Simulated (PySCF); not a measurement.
Beryllium: a sound run and one with changed settings

Sound run: Be [He] 2s2, Be⁺ [He] 2s1. Calculation: PySCF 2.14, in aug-cc-pVDZ-DK; scalar relativity by spin-free X2C-1e. In the sound run the correlated levels freeze 1s2. The sound run starts from symmetry-adapted Hartree-Fock orbitals and uses a fine grid where one is needed.

Changed run: basis STO-3G, all-electron and non-relativistic. This setting is unsound on purpose.

| species | method | sound run (hartree) | changed run (hartree) | converged |
| --- | --- | --- | --- | --- |
| Be | UHF | -14.57489 | -14.35188 | yes |
| Be | r2SCAN | -14.65008 | -14.42482 | yes |
| Be | M06-L | -14.66346 | -14.43061 | yes |
| Be | MP2 | -14.60066 | -14.37567 | yes |
| Be | CCSD(T) | -14.61939 | -14.40333 | yes |
| Be⁺ | UHF | -14.27811 | -14.09784 | yes |
| Be⁺ | r2SCAN | -14.32565 | -14.14147 | yes |
| Be⁺ | M06-L | -14.33604 | -14.13891 | yes |

Ionisation energy of Be:

| method | sound run (eV) | changed run (eV) |
| --- | --- | --- |
| UHF | 8.076 | 6.913 |
| r2SCAN | 8.828 | 7.710 |
| M06-L | 8.910 | 7.937 |
| MP2 | 8.777 | 7.560 |
| SCS-MP2 | 8.917 | 7.690 |
| CCSD | 9.287 | 8.313 |
| CCSD(T) | 9.287 | 8.313 |
| CCSDT | 9.287 | 8.313 |
| FCI | 9.287 | 8.313 |

A minimal basis cannot let orbitals breathe on ionisation and holds almost no correlation. The Hamiltonian changed with the basis, so the totals do not compare.

For comparison, NIST gives 9.323 eV between the lowest levels.
